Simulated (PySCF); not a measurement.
Run record: geometry optimisation, `[H][Si-]([H])[H]` ([SiH3]-).

Computed with PBE0-D3(BJ)/def2-SVP geometry optimisation, gas phase (PySCF 2.14.0). Start geometry: GFN1-xTB. The input is one job of a driver script: a line of settings, then coordinates in Å.

Input:
```
{"job": {"xc": "PBE0", "basis": "def2-SVP", "d3": "d3bj", "grid": 1, "maxiter": 40, "kind": "geom"}, "charge": -1, "multiplicity": 1}
Si     0.000000    -0.000000     0.000000
H      0.856790    -0.033800     0.028000
H     -0.399700     0.759100     0.003910
H     -0.457090    -0.725300    -0.031910
```

Output:
```
step   0  E = -289.80906461  max force = 1.091951
step   1  E = -290.36384684  max force = 0.638056
step   2  E = -290.77031004  max force = 0.285214
step   3  E = -290.92070515  max force = 0.131894
step   4  E = -290.97744334  max force = 0.050767
step   5  E = -290.99701943  max force = 0.039502
step   6  E = -291.00725216  max force = 0.052652
step   7  E = -291.01258688  max force = 0.058509
step   8  E = -291.01679122  max force = 0.056586
step   9  E = -291.03995981  max force = 0.011425
step  10  E = -291.02628469  max force = 0.053932
step  11  E = -291.04353049  max force = 0.014948
step  12  E = -291.04507484  max force = 0.003370
step  13  E = -291.04510146  max force = 0.001523
step  14  E = -291.04511876  max force = 0.001013
step  15  E = -291.04512761  max force = 0.000268
optimisation converged
```

Energies in Eh; «max force» is the largest Cartesian gradient component in Eh/bohr.

At which steps does the energy rise by more than 1e-5 Eh?

At step 10 (+13.68 mEh).

Give the first gradient maximum in eV/Å.

With 1 Eh/bohr = 51.422 eV/Å, 56.150 eV/Å.

In short: final energy -291.04513 Eh after 15 steps.

Where do the atoms end?

0.536 Å rms from the input after alignment:
```
atom  x, y, z in Å
Si1    0.0226    0.0166   -0.6415
H2     1.2954   -0.0544    0.2576
H3    -0.6188    1.1471    0.2210
H4    -0.6992   -1.1094    0.1629
```

How long does this job take on Arm Neoverse V1, one thread, no GPU, shared host?

About 4.3 s.
Labels such as C1 count atoms from 1, the log's own numbers from 0.
